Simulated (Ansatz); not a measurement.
A nudged elastic band was laid between two geometries of CH6SSi (9 atoms, charge 0, multiplicity 1).

The calculation used RKS r2SCANh/6-31G* (Ansatz).

```
movable images  : 5
climbing image  : yes
spring          : 5.0 eV/Å²
optimiser       : quadratic models (default)
start path      : through a guess of the saddle point
force threshold : 0.05 eV/Å
iteration limit : 60
end points      : relaxed
```

Initial state:

```xyz
9
Properties=species:S:1:pos:R:3
Si -0.706 -0.376 0.059
C 0.413 1.125 0.121
S 0.139 -1.993 -1.083
H 1.220 -2.173 -0.300
H -1.973 -0.077 -0.652
H -1.020 -0.826 1.441
H -0.079 1.938 0.666
H 1.354 0.903 0.634
H 0.651 1.479 -0.885
```

Final state:

```xyz
9
Properties=species:S:1:pos:R:3
Si -1.356 -1.282 0.151
C 1.072 1.065 -0.098
S -0.682 -2.836 -0.816
H 1.416 0.236 -0.719
H -2.207 -0.217 -0.439
H -1.134 -1.016 1.596
H 0.094 1.410 -0.444
H 1.015 0.748 0.946
H 1.781 1.892 -0.178
```

Problem. What changes between the two ends?

Solution. Bonds broken: Si1–C2, S3–H4. Bonds formed: C2–H4. CH6SSi becomes CH4 + H2SSi.

Problem. What energy profile does the band end with?

Solution. It converged. The highest image is number 3 of 0 to 6, 235.4 kJ/mol above the first end and 134.2 kJ/mol above the last; the last end lies 101.1 kJ/mol above the first. Neighbouring images differ by up to 2.1 eV, so the band resolves the path poorly. A vibrational analysis at the climbing image gives 2 clearly imaginary modes (1310i, 56i cm⁻¹): a point of higher order, so a lower path passes nearby. The orbitals stay closed-shell, which can raise the energy where a bond breaks towards radicals; this wasn't checked here.

```tsv
image	path coordinate (Å)	energy (kJ/mol)	Si1–C2 (Å)	S3–H4 (Å)	C2–H4 (Å)
0	0.00	0.0	1.87	1.35	3.42
1	1.04	5.8	1.88	1.35	3.06
2	2.07	35.7	1.89	1.34	2.39
3	3.11	235.4	2.10	1.84	1.36
4	3.93	131.0	2.69	2.56	1.10
5	4.76	103.7	3.16	3.22	1.09
6	5.58	101.1	3.39	3.72	1.09
```

Problem. What is the geometry of the highest image?

Solution. 
```xyz
9
Properties=species:S:1:pos:R:3:forces:R:3
Si -0.801 -0.767 0.126 0.03 -0.01 -0.02
C 0.582 0.805 0.036 -0.01 0.02 0.00
S 0.164 -2.098 -1.076 0.00 0.00 0.00
H 0.672 -0.402 -0.594 0.00 0.00 -0.01
H -2.031 -0.065 -0.323 -0.02 0.01 -0.01
H -0.848 -0.928 1.601 0.00 0.00 0.03
H -0.132 1.601 -0.194 0.00 -0.01 0.00
H 0.957 0.868 1.059 0.00 -0.01 0.00
H 1.436 0.987 -0.634 0.00 0.00 0.00
```

The band took 11 iterations and about 4 core-minutes.

Time of the run: 2.1 min on 2 threads of Arm Neoverse V2 (shared host), peak memory 0.14 GiB.
